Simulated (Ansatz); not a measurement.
Reaction (SMILES): C[SiH2]O[SiH2]C [methyl(methylsilyloxy)silane] + 4 [H][H] (H2) → 2 C (CH4) + O (H2O) + 2 [SiH4] (SiH4)

Quantity: energy of full hydrogenation (enthalpy at 298 K), in kcal/mol. Terms: frozen cores in correlated levels; LANL2DZ with its own core potentials from Na on; no spin-orbit coupling; 6-311+G** with 5d, 6d on Na to Ar in Ansatz (an electronic-structure program); non-relativistic; 6-31G* and kin with 6d, 5d where marked. CBS marks a two-point X^-3 extrapolation of the correlation energy; Hartree-Fock from the larger set. Ab initio and DFT rows: single points at B3LYP-D3(BJ) geometries (Ansatz), with unscaled harmonic terms from B3LYP/6-31G* (Ansatz) at its own minima.

Coupled cluster (Ansatz) is a level with limits of its own, used here on species with T1 under 0.025 (0.045 for open shells) and stable references: CCSD(T)/CBS(cc-pV(T+d)Z,cc-pV(Q+d)Z).

Value to compare with, CCSD(T)/CBS(cc-pV(T+d)Z,cc-pV(Q+d)Z) (Ansatz): 37.9 kcal/mol.

```
level          program  energy of full hydrogenation (enthalpy at 298 K) (kcal/mol)  difference
-------------  -------  -----------------------------------------------------------  ----------
MP2/STO-3G      Ansatz                                                         21.5       -16.4
MP2/3-21G       Ansatz                                                         60.2        22.3
MP2/LANL2DZ     Ansatz                                                         30.0        -7.9
MP2/6-31G*      Ansatz                                                         45.1         7.2
MP2/6-311+G**   Ansatz                                                         29.4        -8.5
```

Among the 5 habitual levels, MP2/3-21G lies farthest from CCSD(T)/CBS(cc-pV(T+d)Z,cc-pV(Q+d)Z) (Ansatz) (22.3 kcal/mol) and MP2/6-31G* nearest (7.2); 2 of 5 lie above it, and their mean absolute difference is 12.5 kcal/mol, the median 8.5. One case shows no general order.

The sets are all those run for this method; left out are runs that failed, that the program found above a lower state of the same kind, or whose <S^2> lies over 0.5 above the pure value.
